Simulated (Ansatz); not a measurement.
Molecule: C$_{2}$H$_{5}$O, charge -1, multiplicity 1. It need not be the lowest isomer of its formula. Whether it binds its extra electron was not tested at this geometry. 
Structure (B3LYP-D3(BJ)/def2-TZVP (Ansatz, a program for electronic structure) minimum search):
SMILES: CC[O-]
```xyz
8

C      1.1292    -0.3941    -0.0016
C     -0.1414     0.5124    -0.0027
O     -1.2821    -0.1555     0.0056
H      0.0214     1.2188     0.8811
H      0.0149     1.2077    -0.8962
H      2.0652     0.1899    -0.0087
H      1.1175    -1.0358     0.8871
H      1.1111    -1.0467    -0.8822
```
Charge -1, spin multiplicity 1.

Basis-set convergence of Hartree-Fock and CCSD correlation energies (hartree) with Ansatz. Valence correlation only, unless marked. No spin-orbit coupling. No relativistic terms. This anion needs diffuse functions, which these sets lack.

| basis | functions | E(HF) | E(corr, CCSD) |
|---|---|---|---|
| cc-pVDZ | - | -153.44227 | -0.52082 |
| cc-pVTZ | 160 | (withheld) | (withheld) |

Question: What belongs in the gaps?

Answer: 
- cc-pVTZ, E(HF): -153.50077
- cc-pVTZ, E(corr, CCSD): -0.63688
